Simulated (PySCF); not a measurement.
Gas-phase reaction: 2 CH3SH + CH4 = 2 H2S + C3H8

Method: PySCF energies plus ideal-gas RRHO corrections (1 bar). † marks an energy on the PBE0/def2-TZVP geometry and frequencies; other levels use their own. CCSD(T) freezes the core. 6-31G* has spherical d functions here. All species are closed-shell singlets. B3LYP is the form with VWN-RPA correlation. CCSD(T) isn't extrapolated to the basis-set limit.

```csv
level,"ΔH°(298 K), kJ"
B3LYP/6-31G*,-9
B3LYP/def2-TZVP†,-19
CCSD(T)/def2-SVP†,(withheld)
HF/6-31G*,-16
HF/def2-TZVP†,(withheld)
PBE0/def2-SVP†,(withheld)
```

Q: Fill in the missing entries.

A: 
- CCSD(T)/def2-SVP†, ΔH°(298 K), kJ: -51
- HF/def2-TZVP†, ΔH°(298 K), kJ: -26
- PBE0/def2-SVP†, ΔH°(298 K), kJ: -38
